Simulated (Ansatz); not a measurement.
# C2H3B: one species, many methods

An exercise on one series of results from a longer session: the logs are not shown, and one member is left open.

Computed with Ansatz 0.2.0, Gaussian basis. Level: functionals in def2-TZVPP, the program's frozen cores in correlated methods.

Plan: LDA (SPW92), PBE-D4, revPBE-D4, BLYP-D4, r2SCAN-D4, B97M-V, PBE0-D4, B3LYP-D4, r2SCANh-D4, r2SCAN0-D4, HSE06-D4, BHLYP-D4, CAM-B3LYP-D4, LC-ωPBE, ωB97X-V, ωB97M-V, B2PLYP, PBE-QIDH; CCSD(T)/def2-SVP; CCSD(T)/def2-TZVPP; CCSD(T)/def2-QZVPP; extrapolation to the limit; RPA on PBE.

### The geometry

An earlier PBE0-D4 in a triple-zeta def2 set relaxation fixed the geometry.

SMILES `B1C=C1`, 6 atoms, charge 0, spin multiplicity 1.

Atoms are counted from 1 here; the program's logs count them from 0.

Bond lengths: B1–C2 1.467 Å, B1–C3 1.467 Å, B1–H4 1.182 Å, C2–C3 1.346 Å, C2–H5 1.081 Å, C3–H6 1.081 Å. Angles: C2–B1–C3 54.6°, C2–B1–H4 152.7°, C3–B1–H4 152.7°, B1–C2–C3 62.7°, B1–C2–H5 158.3°, C3–C2–H5 139.0°, B1–C3–C2 62.7°, B1–C3–H6 158.4°, C2–C3–H6 138.9°.

Geometry (Å):

```
B    -0.8714    0.0384   -0.2351
C     0.5528   -0.1007   -0.5577
C     0.2244    0.0367    0.7400
H    -2.0139    0.1023   -0.5310
H     1.4383   -0.2224   -1.1665
H     0.7120    0.0817    1.7042
```

The first run:

The input, in.yaml:

```yaml
crystal:
  periodic: [false, false, false]
  atoms:
    - {symbol: B, position_ang: [-0.871411, 0.038415, -0.235146]}
    - {symbol: C, position_ang: [0.552788, -0.100720, -0.557709]}
    - {symbol: C, position_ang: [0.224421, 0.036744, 0.740000]}
    - {symbol: H, position_ang: [-2.013922, 0.102257, -0.530993]}
    - {symbol: H, position_ang: [1.438253, -0.222388, -1.166476]}
    - {symbol: H, position_ang: [0.711972, 0.081692, 1.704224]}
basis:
  gaussian: {orbitals: def2-TZVPP}
hamiltonian: {xc: lda}
output: {orbitals: {seedname: orbitals}}
```

On the command line:

```sh
$ ansatz run in.yaml --threads 2 --pin off --events-out ev --progress --plain --max-ram 4352MiB
```

Steps of the session up to this table: LDA; PBE-D4 (GGA); revPBE-D4 (GGA); BLYP-D4 (GGA); r2SCAN-D4 (meta-GGA); B97M-V (meta-GGA); PBE0-D4 (hybrid); B3LYP-D4 (hybrid); r2SCANh-D4 (hybrid); r2SCAN0-D4 (hybrid); HSE06-D4 (hybrid); BHLYP-D4 (hybrid); CAM-B3LYP-D4 (range-separated); LC-ωPBE (range-separated); ωB97X-V (range-separated); ωB97M-V (range-separated); B2PLYP (double hybrid); PBE-QIDH (double hybrid).

One table of the session follows, with a row left open; its other results are not shown here.

It belongs to the step «Orbital energies across the functionals». 

| functional | HOMO (eV) | gap (eV) |
| --- | --- | --- |
| LDA (SPW92) | -6.80 | 5.12 |
| PBE-D4 | -6.70 | 5.28 |
| revPBE-D4 | -6.66 | 5.33 |
| BLYP-D4 | -6.60 | 5.33 |
| r2SCAN-D4 | -6.94 | 5.87 |
| B97M-V | -7.04 | 6.07 |
| PBE0-D4 | -8.02 | 7.75 |
| B3LYP-D4 | -7.82 | 7.30 |
| r2SCANh-D4 | -7.44 | 6.77 |
| r2SCAN0-D4 | -8.18 | 8.10 |
| HSE06-D4 | -7.62 | 6.96 |
| BHLYP-D4 | ? | ? |
| CAM-B3LYP-D4 | -9.44 | 10.37 |
| LC-ωPBE | -10.82 | 12.98 |
| ωB97X-V | -10.44 | 12.52 |
| ωB97M-V | -10.30 | 12.23 |

Estimate the missing values for BHLYP-D4.

Worked estimate for «HOMO (eV)». Against the share of exact exchange, BLYP-D4 (0, -6.60), B3LYP-D4 (0.2, -7.82) give a slope of -6.10 per unit share; at 0.5 the line stands at -9.65.

As computed: HOMO (eV): -9.27; gap (eV): 10.22. In «HOMO (eV)» the line misses by -0.38.
